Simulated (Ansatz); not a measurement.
bcc Na, treated with Hartree–Fock (plane waves, PAW; Ansatz, an electronic-structure program).

Numerical settings: plane-wave cutoff 460 eV, 10×10×10 k mesh, Fermi–Dirac smearing 0.05 eV, scalar-relativistic PAW data made under PBE.

Computed at the level's own relaxed cell.

**Question.** Give the computed equilibrium volume per atom, bulk modulus, lattice constant a and pressure derivative B′ of the bulk modulus.

**Answer.** 
* **equilibrium volume per atom**: 45.88 Å³/atom
* **bulk modulus**: 5.09 GPa
* **lattice constant a**: 4.510 Å
* **pressure derivative B′ of the bulk modulus**: 3.7

Measured, for comparison: equilibrium volume per atom 37.42 Å³/atom (static lattice: zero-point anharmonic expansion removed; as tabulated in Mejia-Rodriguez and Trickey (2018), arXiv:1807.09216); bulk modulus 7.9 GPa (0 K value with the zero-point phonon effect removed, our sources range from 7.63 to 7.91; as tabulated in Mejia-Rodriguez and Trickey (2018), arXiv:1807.09216); lattice constant a 4.214 Å (static lattice: zero-point anharmonic expansion removed, our sources range from 4.207 to 4.214; as tabulated in Mejia-Rodriguez and Trickey (2018), arXiv:1807.09216). Computed (rounded) less measured: equilibrium volume per atom +22.6 %, bulk modulus -36 % (-33 % to -36 % over the range), lattice constant a +7.0 % (+7.0 % to +7.2 % over the range).

Note: the cell is over a tenth larger than the published one: the level's own overestimate first of all, though another phase or state, or a fault of the published cell, is possible.

Computed values are for the static lattice.

Cost on a shared machine: very roughly 9 core-minutes.
